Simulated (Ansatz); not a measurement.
Pyrite PtSb2 was calculated with BLYP (Ansatz, an electronic-structure program, plane waves, PAW).

Numerical settings: plane-wave cutoff 520 eV, 6×6×6 k mesh, Fermi–Dirac smearing 0.01 eV, scalar-relativistic PAW data made under PBE.

Energies at three volumes about the minimum:

```
V (Å³/atom)  E − E_lowest (meV/atom)
-----------  -----------------------
24.606                          2.72
25.108                          0.00
25.610                          2.38
```

### Question
Fit a parabola by hand: where is the minimum, what lattice constant follows, and what is the bulk modulus?

### Answer
Slopes: (0.00 − 2.72)/(25.108 − 24.606) = -5.418 and (2.38 − 0.00)/(25.610 − 25.108) = 4.741 meV/Å³. Curvature E″ = 2 × (4.741 − (-5.418))/(25.610 − 24.606) = 20.237 meV/Å⁶. From the middle of the first interval, the slope vanishes at V0 = 24.8570 − (-5.418)/20.237 = 25.125 Å³/atom. B = V0 E″ = 25.125 × 20.237 meV/Å³ × 0.1602 GPa per meV/Å³ = 81.5 GPa. With 12 atoms in the cube, a = (12 × 25.125)^(1/3) = 6.705 Å. The full Birch–Murnaghan fit to all volumes gives V0 = 25.113 Å³/atom and B0 = 81.1 GPa.

Shape and atoms are relaxed at each volume.

Measured, for comparison: lattice constant a 6.44 Å (temperature not stated, not corrected to a static lattice; as tabulated in Saeed et al. (2013), arXiv:1402.4256).

Note: the cell is over a tenth larger than the published one: the level's own overestimate first of all, though another phase or state, or a fault of the published cell, is possible; the gap of the solid is closed in this run; this level leaves the solid without a gap, although one is measured; the bulk modulus comes from volumes at which shape and atoms were relaxed.
